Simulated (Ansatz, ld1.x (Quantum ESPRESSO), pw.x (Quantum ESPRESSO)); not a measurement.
## carbon (C): does the PAW potential hold in the solid?

```
Element                 : C
Generator               : ld1.x (Quantum ESPRESSO) 7.5
Type                    : PAW
Functional              : LDA (PW92)
Relativity              : scalar-relativistic
Frozen core             : [He]
Valence charge          : 4
Reference configuration : 2s2 2p1 (charge +1)
Partial waves           : 2s (bound): rcut 1.20, rcutus 1.35 bohr; 2s channel at 2.5 Ry: rcut 1.20, rcutus 1.35 bohr; 2p (bound): rcut 1.80, rcutus 1.95 bohr; 2p channel at 1.35 Ry: rcut 1.80, rcutus 1.95 bohr; 3d channel at -0.05 Ry: rcut 1.10, rcutus 1.50 bohr
Local potential         : all-electron potential smoothed inside 1.40 bohr (lloc = -1)
Core correction         : none
Augmentation charge     : PSQ, radius 1.00 bohr
```

Atomic tests: cutoffs needed: 15 Ry and 21 Ry (the cutoffs (Ry, on a coarse ladder) from which the occupation-weighted sum of valence levels, in a spherical-Bessel basis at the reference potential, stays within 10 and 1 mRy of its value at 400 Ry); ghost test: no extra level below or beside the all-electron valence levels (s, p, d, f tested) (spherical-Bessel basis up to 400 Ry, 20 bohr box); largest excitation error: -15 meV (all-electron minus pseudo) for 2s1 2p0, out of 7 test configurations.

Crystal test: fcc C in pw.x 7.5, no spin, 18³ k-points, Fermi–Dirac smearing 0.01 Ry, cutoffs 40/580 Ry. The reference is all-electron LAPW (Ansatz 0.2.0) with the same functional, mesh and smearing; V0 and B0 come from Birch–Murnaghan fits to the pressures at five volumes. Errors are pseudo minus all-electron; Δ is the rms difference of the E(V) curves that follow from these fits, minima aligned, over ±6 % about the mean V0. Mesh and smearing are coarse, so the numbers serve the comparison and aren't converged zero-temperature values; the lattice is a test structure that the element need not adopt.

| V (Å³/atom) | P all-electron (GPa) | P pseudo (GPa) |
| --- | --- | --- |
| 6.669 | 5.47 | 1.53 |
| 6.845 | 0.53 | -3.12 |
| 7.020 | -3.87 | -7.25 |
| 7.196 | -7.78 | -10.92 |
| 7.371 | -11.27 | -14.17 |

All-electron: a0 = 3.017 Å (V0 = 6.86 Å³/atom), B0 = 179.7 GPa.

Pseudopotential: mean pressure error (GPa): -3.40; a0 (Å): 2.996; a0 error (%): -0.68; B0 error (%): +1.5; Δ (meV/atom): 5.5. This is a poor potential for the solid.

Q: At the middle volume, how do free energy and pressure move when the wave cutoff is lowered (ecutrho held at 580 Ry)?

A:

```tsv
cutoff (Ry)	shift of F (meV/atom)	shift of P (GPa)
18	+207.7	+6.00
24	+81.8	-4.10
32	+7.8	-1.45
```

Input at the middle volume:

```
&control
  calculation='scf', prefix='x', pseudo_dir='./', outdir='./tmp', tstress=.true., disk_io='none'
/
&system
  ibrav=0, nat=1, ntyp=1, ecutwfc=40, ecutrho=580, nbnd=9,
  occupations='smearing', smearing='fd', degauss=0.01
/
&electrons
  conv_thr=1e-09, mixing_beta=0.4, electron_maxstep=70
/
ATOMIC_SPECIES
C 1.0 C.UPF
CELL_PARAMETERS angstrom
  0.00000000 1.51973911 1.51973911
  1.51973911 0.00000000 1.51973911
  1.51973911 1.51973911 0.00000000
ATOMIC_POSITIONS crystal
C 0.0000 0.0000 0.0000
K_POINTS automatic
18 18 18 0 0 0
```

```bash
pw.x < C.scf.in > C.scf.out
```

Lines of the output:

```
Message from routine setup:
     using ibrav=0 with symmetry is DISCOURAGED, use correct ibrav instead
     lattice parameter (alat)  =       4.0615  a.u.
     unit-cell volume          =      47.3733 (a.u.)^3
     number of electrons       =         4.00
     number of Kohn-Sham states=            9
     kinetic-energy cutoff     =      40.0000  Ry
     charge density cutoff     =     580.0000  Ry
     scf convergence threshold =      1.0E-09
     Exchange-correlation= SLA  PW   NOGX NOGC
     number of k points=   195  Fermi-Dirac smearing, width (Ry)=  0.0100
     iteration #  1     ecut=    40.00 Ry     beta= 0.40
     total energy              =     -17.49333203 Ry
     estimated scf accuracy    <       0.05071342 Ry
     iteration #  2     ecut=    40.00 Ry     beta= 0.40
     total energy              =     -17.48849205 Ry
     estimated scf accuracy    <       0.01243212 Ry
     iteration #  3     ecut=    40.00 Ry     beta= 0.40
     total energy              =     -17.48954710 Ry
     estimated scf accuracy    <       0.00001155 Ry
     iteration #  4     ecut=    40.00 Ry     beta= 0.40
     total energy              =     -17.48955840 Ry
     estimated scf accuracy    <       0.00000117 Ry
     iteration #  5     ecut=    40.00 Ry     beta= 0.40
     total energy              =     -17.48955842 Ry
     estimated scf accuracy    <          4.1E-09 Ry
     iteration #  6     ecut=    40.00 Ry     beta= 0.40
     total energy              =     -17.48955843 Ry
     estimated scf accuracy    <          1.0E-09 Ry
     iteration #  7     ecut=    40.00 Ry     beta= 0.40
     the Fermi energy is    10.9014 ev
!    total energy              =     -17.48955843 Ry
     estimated scf accuracy    <          4.6E-12 Ry
     smearing contrib. (-TS)   =      -0.00172389 Ry
     The total energy is F=E-TS. E is the sum of the following terms:
     one-electron contribution =       4.81051900 Ry
     hartree contribution      =       0.37085092 Ry
     xc contribution           =      -3.19339455 Ry
     ewald contribution        =     -12.77168961 Ry
     one-center paw contrib.   =      -6.70412029 Ry
     convergence has been achieved in   7 iterations
          total   stress  (Ry/bohr**3)                   (kbar)     P=      -72.55
     Message from routine punch:
     Nothing written, as per user request (disk_io='none')
```

The run at the middle volume (195 k-points, 7 iterations) took about 6.6 s on one core of a shared host (Intel(R) Xeon(R) Platinum 8488C, 96 threads, 744 GiB, load 36).
